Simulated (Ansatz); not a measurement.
**What a trial cell of BePd relaxes into**

Computed with DFT r2SCAN, scalar-relativistic, plane waves, PAW (Ansatz). Cutoff 500 eV, Γ-centred k mesh, Gaussian smearing, no spin polarisation in the final step.

The start puts BePd on the tungsten carbide structure type (P-6m2, No. 187), with Be in place of W, Pd in place of C, at a guessed volume.

```
Be Pd
1.0
     2.92675    0.00000    0.00000
    -1.46338    2.53464    0.00000
     0.00000    0.00000    2.85460
Be Pd
1 1
Direct
  0.00000 0.00000 0.00000
  0.66667 0.33333 0.50000
```

Cell and atoms relax at zero pressure; the relaxation can't lower the symmetry of the start. After a coarse first stage the cell is made exact in the group found at 0.06 Å.

Formation energies are uncorrected and refer to the elements' standard structures at the same level.

(1) Which crystal results?

(2) What are its volume, energy, density and gap?

## Answers

(1) It keeps P-6m2 (No. 187). The result has the tungsten carbide structure. Conventional cell: a = 2.838 Å, c = 3.375 Å. Be has 6 Pd at 2.35 Å; around Pd lie 6 Be at 2.35 Å.

```xyz
2
Lattice="2.8384 0.0000 0.0000 -1.4192 2.4582 0.0000 0.0000 0.0000 3.3750" Properties=species:S:1:pos:R:3 pbc="T T T"
Be    0.0000    0.0000    0.0000
Pd    1.4192    0.8194    1.6875
```

(2) The volume per atom is 11.77 Å³, the density is 8.14 g/cm³ and the energy over the elements is -0.36 eV/atom. The gap on the 24×24×18 mesh is 0 eV (a metal).

The final run used a 24×24×18 mesh on its 2-atom cell and 0.10 eV smearing. For metals, differences of a few meV/atom aren't resolved. Symmetry constrained the relaxation, so the result can be a saddle point. The steps took roughly 7 core-minutes in all.